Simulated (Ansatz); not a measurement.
**C₃H₆N₂: one species, many methods**

The task here is to estimate one member of a computed series from the others.

Computed with Ansatz 0.2.0, Gaussian basis. Level: functionals in def2-TZVPP, the program's frozen cores in correlated methods.

The runs, in order: PBE-D4, r2SCAN-D4, PBE0-D4, B3LYP-D4, ωB97X-V, ωB97M-V, B2PLYP; CCSD(T)/def2-TZVPP; MP2/def2-QZVPP; extrapolation to the limit.

**The relaxed structure**

All runs share one geometry, relaxed beforehand with PBE0-D4 in a triple-zeta def2 set.

11 atoms, charge 0, spin multiplicity 1.

Atoms are counted from 1 here; the program's logs count them from 0.

Bond lengths: C1–C2 1.204 Å, C1–H6 1.063 Å, C2–N3 1.339 Å, N3–C4 1.473 Å, N3–H7 1.011 Å, C4–N5 1.427 Å, C4–H8 1.092 Å, C4–H9 1.096 Å, N5–H10 1.011 Å, N5–H11 1.012 Å. Angles: C2–C1–H6 179.1°, C1–C2–N3 177.1°, C2–N3–C4 117.7°, C2–N3–H7 114.0°, C4–N3–H7 113.4°, N3–C4–N5 113.9°, N3–C4–H8 105.9°, N3–C4–H9 111.0°, N5–C4–H8 109.9°, N5–C4–H9 108.5°, H8–C4–H9 107.5°, C4–N5–H10 112.5°, C4–N5–H11 111.4°, H10–N5–H11 108.7°.

Set-up of the first run:

File in.yaml:

```yaml
crystal:
  periodic: [false, false, false]
  atoms:
    - {symbol: C, position_ang: [-1.036476, 1.522926, 2.006806]}
    - {symbol: C, position_ang: [-0.308893, 0.953399, 1.235335]}
    - {symbol: N, position_ang: [0.469625, 0.261234, 0.393460]}
    - {symbol: C, position_ang: [-0.184053, -0.438513, -0.726304]}
    - {symbol: N, position_ang: [0.642149, -1.415234, -1.358302]}
    - {symbol: H, position_ang: [-1.666345, 2.026399, 2.698825]}
    - {symbol: H, position_ang: [1.316183, 0.745097, 0.125317]}
    - {symbol: H, position_ang: [-1.068914, -0.917306, -0.302863]}
    - {symbol: H, position_ang: [-0.526145, 0.272758, -1.487048]}
    - {symbol: H, position_ang: [1.403128, -1.000955, -1.878899]}
    - {symbol: H, position_ang: [1.025142, -2.066806, -0.685826]}
basis:
  gaussian: {orbitals: def2-TZVPP}
hamiltonian: {xc: pbe, dispersion: d4}
output: {forces: true, orbitals: {seedname: orbitals}}
```

The run is started by

```
$ ansatz run in.yaml --threads 4 --pin off --events-out ev --progress --plain --max-ram 10444MiB
```

Steps of the session up to this table: PBE-D4 (GGA); r2SCAN-D4 (meta-GGA); PBE0-D4 (hybrid); B3LYP-D4 (hybrid); ωB97X-V (range-separated); ωB97M-V (range-separated); B2PLYP (double hybrid); CCSD(T) in def2-TZVPP; MP2 in def2-QZVPP.

One table of the session follows, with a row left open; its other results are not shown here.

It belongs to the step «Atomisation energies». 

```
            method  atoms, summed (eV)  atomisation energy (eV)
            PBE-D4           -6134.804                   46.458
         r2SCAN-D4           -6140.531                   44.689
           PBE0-D4           -6136.439                   45.200
          B3LYP-D4           -6144.312                   45.059
           ωB97X-V           -6142.026                   44.881
           ωB97M-V           -6141.312                   45.005
            B2PLYP           -6139.198                   44.492
     HF/def2-TZVPP           -6119.345                   30.459
    MP2/def2-TZVPP           -6129.905                   44.244
   CCSD/def2-TZVPP           -6132.445                   42.464
CCSD(T)/def2-TZVPP                   ?                        ?
           MP2/CBS           -6131.732                   45.613
       CCSD(T)/CBS           -6134.561                   44.670
```

**Question.** Estimate the row for CCSD(T)/def2-TZVPP.

The run gave: atoms, summed (eV): -6132.734; atomisation energy (eV): 43.302. In the column «atoms, summed (eV)» it lies between CCSD(T)/CBS (-6134.561) and CCSD/def2-TZVPP (-6132.445).

Limits of these values: Free atoms (3 C, 2 N, 6 H) were run apart at each level; the atomisation energy is their sum less the molecule, without zero-point or spin-orbit terms.
